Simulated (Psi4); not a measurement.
# A workflow on NO2F (nitryl fluoride)

Aim: a structure relaxation (singlet NO2F, M06-2X/cc-pVDZ), then the energy (doublet NO2F+, UM06-2X/cc-pVDZ), then a geometry optimisation (doublet NO2F+, UM06-2X/cc-pVDZ), then the energy (singlet NO2F, M06-2X/cc-pVDZ) of FNO2. 

Program for the calculation: Psi4 1.11.

## (1) Starting point

NO2F has 4 atoms, charge 0, and is taken as a singlet. SMILES: `O=[N+]([O-])F`. The shape is that of a GFN2-xTB optimisation. The run starts from this shape.

Bond lengths: O1–N2 1.145 Å, N2–O3 1.145 Å. Angles: O1–N2–O3 140.2°. A long bond or contact: N2–F4 1.545 Å.

## (2) A structure relaxation at M06-2X/cc-pVDZ (density fitting) (run 1)

calc.inp

```
memory 1600 MB

molecule mol {
  0 1
  O
  N 1 r2
  O 2 r3 1 a3
  F 2 r4 1 a4 3 d4

  r2 = 1.145372
  r3 = 1.145387
  a3 = 140.2036
  r4 = 1.544654
  a4 = 109.88862
  d4 = 179.88616
}

set {
  basis cc-pVDZ
}

energy_value = opt('m06-2x')
```

Run with:

```
$ psi4 calc.inp calc.out -n 1
```

calc.out:

```text
[...]
  Running in c1 symmetry.
[...]
  Nuclear repulsion =  123.467887313619443
[...]
  Multiplicity = 1
[...]
  Nalpha       = 16
  Nbeta        = 16
[...]
    Number of basis functions: 56
[...]
   @DF-RKS iter   1:  -304.60548359205654   -3.44160e-02   1.29810e-02 ADIIS/DIIS
[...]
   @DF-RKS iter   9:  -304.79536323823197   -2.27374e-13   1.53320e-09 DIIS
[...]
  @DF-RKS Final Energy:  -304.79536323823197
   => Energetics <=
    Nuclear Repulsion Energy =            124.8012277350203760
    One-Electron Energy =                -666.5333965523710731
    Two-Electron Energy =                 253.4740796292380764
    DFT Exchange-Correlation Energy =     -16.5372740501193434
    Empirical Dispersion Energy =           0.0000000000000000
    VV10 Nonlocal Energy =                  0.0000000000000000
    Total Energy =                       -304.7953632382319711
[...]
  -Total Gradient:
     Atom            X                  Y                   Z
    ------   -----------------  -----------------  -----------------
       1       -0.000003905724     0.000015873512     0.000010043186
       2        0.000010372111    -0.000021043659    -0.000008937149
       3       -0.000003905722     0.000018181356     0.000004317765
       4       -0.000002618736     0.000009326796     0.000003885095
[...]
    Final optimized geometry and variables:
    Molecular point group: c1
    Full point group: C1
    Geometry (in Angstrom), charge = 0, multiplicity = 1:
    O
    N             1          r2
    O             2          r3      1          a3
    F             2          r4      1          a4      3          d4
    a3        =  134.7717470365
    a4        =  112.6141268786
    d4        = -179.9962232398
    r2        =    1.1756734242
    r3        =    1.1756735404
    r4        =    1.4169331166
[...]
```

The script printed:

```text
Optimizer: Optimization complete!
```

Wall time 22 s (1 thread of AMD EPYC 9R45 (Zen 5), shared host); peak memory 0.58 GiB.

Step by step:

```
step  energy from the first frame kept (eV)  largest force (eV/Å)
   0                                 0.0000                3.6379
   1                                -0.1289                2.0409
   2                                -0.1412                1.5374
   3                                -0.1845                0.5737
   4                                -0.1883                0.1395
   5                                -0.1884                0.0906
   6                                -0.1887                0.0177
   7                                -0.1887                0.0013
```

After the run. Bond lengths: O1–N2 1.176 Å, N2–O3 1.176 Å, N2–F4 1.417 Å. Angles: O1–N2–O3 134.8°, O1–N2–F4 112.6°, O3–N2–F4 112.6°.

## (3) The doublet cation: the energy at UM06-2X/cc-pVDZ (density fitting) (run 2)

fno2.xyz

```xyz
4
FNO2
O      0.150003     0.522097     1.104960
N      0.068882    -0.057019     0.085033
O      0.497343    -1.071052    -0.327724
F     -0.729638     0.624601    -0.866523
```

calc.py

```python
import psi4

psi4.set_memory('1600 MB')
psi4.set_num_threads(1)
psi4.core.set_output_file('run.log', False)

with open('fno2.xyz') as f:
    atoms = ''.join(f.readlines()[2:])
m = psi4.geometry('1 2\n' + atoms + '')

psi4.set_options(dict(basis='cc-pVDZ', reference='uks'))

e_tot, wfn = psi4.energy("M06-2X", return_wfn=True)
print(f'M06-2X energy: {e_tot:.10f} Eh')
```

Run with:

```
$ python calc.py
```

run.log:

```text
[...]
  Running in c1 symmetry.
[...]
  Nuclear repulsion =  124.801221402783710
[...]
  Multiplicity = 2
[...]
  Nalpha       = 16
  Nbeta        = 15
[...]
    Number of basis functions: 56
[...]
   @DF-UKS iter   1:  -304.10655701956392    4.75703e-01   1.22649e-02 ADIIS/DIIS
[...]
   @DF-UKS iter  11:  -304.29189678020703   -7.60439e-08   9.95311e-07 DIIS
[...]
   @S^2 Observed:                7.738645976E-01
[...]
  @DF-UKS Final Energy:  -304.29189678020703
   => Energetics <=
    Nuclear Repulsion Energy =            124.8012214027837103
    One-Electron Energy =                -655.0749464871496457
    Two-Electron Energy =                 242.2761823286304832
    DFT Exchange-Correlation Energy =     -16.2943540244715841
    Empirical Dispersion Energy =           0.0000000000000000
    VV10 Nonlocal Energy =                  0.0000000000000000
    Total Energy =                       -304.2918967802069687
[...]
 Multipole Moments:
 ------------------------------------------------------------------------------------
     Multipole            Electronic (a.u.)      Nuclear  (a.u.)        Total (a.u.)
 ------------------------------------------------------------------------------------
 L = 1.  Multiply by 2.5417464519 to convert [e a0] to [Debye]
 Dipole X            :         -0.3515120            0.6545659            0.3030539
 Dipole Y            :          0.3000233           -0.5587250           -0.2587017
 Dipole Z            :         -0.4188552            0.7799959            0.3611407
 Magnitude           :                                                    0.5377647
[...]
```

The script printed:

```text
M06-2X energy: -304.2918967802 Eh
```

Run time: 4.8 s. Hardware: 1 thread of AMD EPYC 9R45 (Zen 5), shared host; peak memory 0.55 GiB.

## (4) The doublet cation: a geometry optimisation at UM06-2X/cc-pVDZ (density fitting) (run 3)

input.inp

```
memory 1600 mb

molecule system {
  1 2
  O      0.150003     0.522097     1.104960
  N      0.068882    -0.057019     0.085033
  O      0.497343    -1.071052    -0.327724
  F     -0.729638     0.624601    -0.866523
  symmetry c1
}

set globals {
  basis cc-pVDZ
  reference uks
}

e, wfn = optimize('m06-2x', return_wfn=True)
```

Run with:

```
$ psi4 input.inp input.out -n 1
```

input.out:

```text
[...]
  Running in c1 symmetry.
[...]
  Nuclear repulsion =  124.801221402783710
[...]
  Multiplicity = 2
[...]
  Nalpha       = 16
  Nbeta        = 15
[...]
    Number of basis functions: 56
[...]
   @DF-UKS iter   1:  -304.10655701956392    4.75703e-01   1.22649e-02 ADIIS/DIIS
[...]
   @DF-UKS iter  22:  -304.30638038078018   -8.41283e-12   7.73381e-09 DIIS
[...]
   @S^2 Observed:                7.635846894E-01
[...]
  @DF-UKS Final Energy:  -304.30638038078018
   => Energetics <=
    Nuclear Repulsion Energy =            127.0591469941249727
    One-Electron Energy =                -659.3485043696279035
    Two-Electron Energy =                 244.2930670049853745
    DFT Exchange-Correlation Energy =     -16.3100900102625452
    Empirical Dispersion Energy =           0.0000000000000000
    VV10 Nonlocal Energy =                  0.0000000000000000
    Total Energy =                       -304.3063803807801833
[...]
  -Total Gradient:
     Atom            X                  Y                   Z
    ------   -----------------  -----------------  -----------------
       1        0.000023905837     0.000133461825     0.000249996930
       2       -0.000069820411     0.000013056127    -0.000156191854
       3        0.000074317522    -0.000174007271    -0.000066530671
       4        0.000078443029    -0.000063802277     0.000100283528
[...]
    Final optimized geometry and variables:
    Molecular point group: c1
    Full point group: C1
    Geometry (in Angstrom), charge = 1, multiplicity = 2:
    O            0.221434664575     0.426297589870     1.140231096052
    N            0.046087354918    -0.039306242953     0.054933087868
    O            0.551100506219    -1.085805736176    -0.219582954429
    F           -0.684373240619     0.584216716790    -0.815590677907
    Psi4 run time: 0:01:06.99
[...]
```

On the terminal:

```text
Optimizer: Optimization complete!
```

It took 68 s on 1 thread of AMD EPYC 9R45 (Zen 5), shared host; peak memory 0.58 GiB.

Steps, from the record of the run:

```
step  energy from the first frame kept (eV)  largest force (eV/Å)
   0                                 0.0000                4.7967
   1                                -0.2654                3.4616
   2                                -0.3581                1.5363
   3                                -0.3878                0.7517
   4                                -0.3921                0.4121
   5                                -0.3935                0.2174
   6                                -0.3713                0.8580
   7                                -0.3938                0.1493
   8                                -0.3941                0.0146
```

After the run. Bond lengths: O1–N2 1.194 Å, N2–O3 1.194 Å, N2–F4 1.296 Å. Angles: O1–N2–O3 119.3°, O1–N2–F4 120.4°, O3–N2–F4 120.4°.

## (5) The energy at M06-2X/cc-pVDZ (density fitting) (run 4)

job.dat

```
memory 1600 MB

molecule m {
  0 1
  O
  N 1 r2
  O 2 r3 1 a3
  F 2 r4 1 a4 3 d4

  r2 = 1.193903
  r3 = 1.193968
  a3 = 119.25516
  r4 = 1.296212
  a4 = 120.37573
  d4 = 179.99694
}

set globals {
  basis cc-pVDZ
}

e = energy("m06-2x")
print_variables()
```

Run with:

```
$ psi4 -n 1 job.dat job.out
```

job.out:

```text
[...]
  Running in c1 symmetry.
[...]
  Nuclear repulsion =  127.059141400765583
[...]
  Multiplicity = 1
[...]
  Nalpha       = 16
  Nbeta        = 16
[...]
    Number of basis functions: 56
[...]
   @DF-RKS iter   1:  -304.53864310248622    1.74933e-01   1.45828e-02 DIIS/ADIIS
[...]
   @DF-RKS iter  10:  -304.77528911999894   -6.13534e-09   1.90224e-07 DIIS
[...]
  @DF-RKS Final Energy:  -304.77528911999894
   => Energetics <=
    Nuclear Repulsion Energy =            127.0591414007655828
    One-Electron Energy =                -670.8311763192496073
    Two-Electron Energy =                 255.5494474587385128
    DFT Exchange-Correlation Energy =     -16.5527016602535078
    Empirical Dispersion Energy =           0.0000000000000000
    VV10 Nonlocal Energy =                  0.0000000000000000
    Total Energy =                       -304.7752891199989449
[...]
 Multipole Moments:
 ------------------------------------------------------------------------------------
     Multipole            Electronic (a.u.)      Nuclear  (a.u.)        Total (a.u.)
 ------------------------------------------------------------------------------------
 L = 1.  Multiply by 2.5417464519 to convert [e a0] to [Debye]
 Dipole X            :          0.0000396           -0.0000400           -0.0000004
 Dipole Y            :          1.4342555           -0.9938748            0.4403807
 Dipole Z            :          0.8404015           -0.5825028            0.2578987
 Magnitude           :                                                    0.5103400
[...]
```

Run time: 2.9 s. Hardware: 1 thread of AMD EPYC 9R45 (Zen 5), shared host; peak memory 0.55 GiB.

## (6) Summary of results

| quantity | value |
| --- | --- |
| run 1, M06-2X/cc-pVDZ: total energy at the end | -304.79536 Eh |
| run 1, M06-2X/cc-pVDZ: dipole moment | 0.06 D |
| run 1, M06-2X/cc-pVDZ: HOMO energy | -11.93 eV |
| run 1, M06-2X/cc-pVDZ: LUMO energy | -1.01 eV |
| run 1, M06-2X/cc-pVDZ: HOMO–LUMO gap | 10.92 eV |
| doublet cation, run 2: total energy | -304.29190 Eh |
| doublet cation, run 2: HOMO energy (highest over α and β) | -20.98 eV |
| doublet cation, run 2: LUMO energy (lowest over α and β) | -15.62 eV |
| doublet cation, run 2: ⟨S²⟩ | 0.774 |
| doublet cation, run 3: total energy at the end | -304.30638 Eh |
| doublet cation, run 3: HOMO energy (highest over α and β) | -21.25 eV |
| doublet cation, run 3: LUMO energy (lowest over α and β) | -14.68 eV |
| doublet cation, run 3: ⟨S²⟩ | 0.764 |
| run 4, M06-2X/cc-pVDZ: total energy | -304.77529 Eh |
| run 4, M06-2X/cc-pVDZ: dipole moment | 1.30 D |
| run 4, M06-2X/cc-pVDZ: HOMO energy | -11.01 eV |
| run 4, M06-2X/cc-pVDZ: LUMO energy | -0.93 eV |
| run 4, M06-2X/cc-pVDZ: HOMO–LUMO gap | 10.08 eV |
| adiabatic ionisation energy (to the doublet cation, no zero-point term) | 13.306 eV |

What this shows: The adiabatic ionisation energy (to the doublet cation, no zero-point term) is 13.31 eV (1284 kJ/mol). The optimisation (run 1, M06-2X/cc-pVDZ) took 8 steps and changed the energy by -0.189 eV. The optimisation (doublet cation, run 3) took 9 steps and changed the energy by -0.394 eV.
